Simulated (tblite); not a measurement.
Compound: C5H9 (doublet state).
Atom-mapped SMILES: `[CH2:1][CH2:2][CH2:3][CH:4]=[CH2:5]` (hydrogens: H6, H7 on C1; H8, H9 on C2; H10, H11 on C3; H12 on C4; H13, H14 on C5)
Bond orders are those of one Lewis drawing.

Computed with GFN2-xTB (tblite), gas phase: L-BFGS steps from a force-field or distance-geometry start until the largest atomic force falls under 0.01 eV/Å.

Step 16: E = -412.7428 eV
```
atom  x, y, z in Å  |  force x, y, z in eV/Å
C1     -2.0021   -0.0529    0.3301    0.015   0.032  -0.035
C2     -1.1415    0.9062   -0.3823   -0.069   0.041   0.082
C3      0.2380    0.3562   -0.8304   -0.043  -0.041   0.019
C4      1.0469   -0.1969    0.2948    0.038  -0.010   0.002
C5      2.2084    0.2916    0.6879    0.020   0.007   0.007
H6     -3.0174   -0.2115    0.0184    0.074  -0.028   0.009
H7     -1.6654   -0.5417    1.2260    0.002   0.061  -0.084
H8     -1.6639    1.2913   -1.2622    0.040  -0.030   0.019
H9     -0.9137    1.7655    0.2640   -0.044   0.024   0.099
H10     0.0651   -0.4352   -1.5618    0.019  -0.006  -0.073
H11     0.7819    1.1773   -1.3041    0.004  -0.100  -0.056
H12     0.6401   -1.0680    0.7898   -0.060   0.019  -0.006
H13     2.7608   -0.1448    1.5028    0.022   0.012  -0.008
H14     2.6621    1.1423    0.2049   -0.018   0.019   0.025
```

Step 17: E = -412.7445 eV
```
atom  x, y, z in Å  |  force x, y, z in eV/Å
C1     -2.0008   -0.0505    0.3308    0.007   0.032  -0.030
C2     -1.1446    0.9107   -0.3793    0.054   0.042   0.020
C3      0.2357    0.3553   -0.8292   -0.027  -0.031   0.033
C4      1.0463   -0.1977    0.2968    0.000  -0.007  -0.030
C5      2.2080    0.2923    0.6881   -0.003  -0.009   0.002
H6     -3.0119   -0.2152    0.0127    0.033  -0.047   0.016
H7     -1.6591   -0.5429    1.2220   -0.009   0.050  -0.061
H8     -1.6636    1.2935   -1.2622    0.029  -0.019   0.036
H9     -0.9143    1.7706    0.2663   -0.047   0.004   0.080
H10     0.0600   -0.4381   -1.5599    0.018   0.026  -0.038
H11     0.7844    1.1731   -1.3057   -0.031  -0.117  -0.040
H12     0.6394   -1.0697    0.7917   -0.043   0.039  -0.014
H13     2.7612   -0.1456    1.5016    0.030   0.022  -0.005
H14     2.6588    1.1440    0.2042   -0.012   0.014   0.031
```

**Question.** Estimate the geometry and energy of step 18. (The exact step hangs on the optimiser's Hessian estimate; all steps are aligned on step 17, rigid shifts and turns removed.)

**Answer.** E = -412.7461 eV, largest force 0.146 eV/Å
```
atom  x, y, z in Å  |  force x, y, z in eV/Å
C1     -2.0000   -0.0469    0.3314   -0.003   0.021  -0.021
C2     -1.1465    0.9154   -0.3761    0.139   0.031  -0.032
C3      0.2332    0.3537   -0.8276   -0.002  -0.017   0.026
C4      1.0460   -0.1987    0.2981   -0.031  -0.007  -0.042
C5      2.2075    0.2926    0.6885   -0.020  -0.017  -0.004
H6     -3.0068   -0.2200    0.0079   -0.006  -0.055   0.011
H7     -1.6535   -0.5433    1.2171   -0.011   0.032  -0.024
H8     -1.6625    1.2953   -1.2615    0.015   0.004   0.039
H9     -0.9156    1.7753    0.2698   -0.038  -0.010   0.059
H10     0.0561   -0.4400   -1.5592    0.004   0.041   0.001
H11     0.7858    1.1668   -1.3082   -0.048  -0.102  -0.028
H12     0.6376   -1.0704    0.7929   -0.024   0.043  -0.013
H13     2.7625   -0.1457    1.5004    0.030   0.026  -0.002
H14     2.6555    1.1456    0.2044   -0.006   0.012   0.030
```

The energy changes by -0.0016 eV. The first-order estimate −F·Δx gives -0.0021 eV and the mean of the old and new forces, exact on a quadratic surface, -0.0016 eV. The step makes an angle of 60° with the force vector and moves no atom by more than 0.009 Å.

What follows is the cost of the whole relaxation. The run took 0.32 s wall on Arm Neoverse V2, one thread, no GPU (shared host).
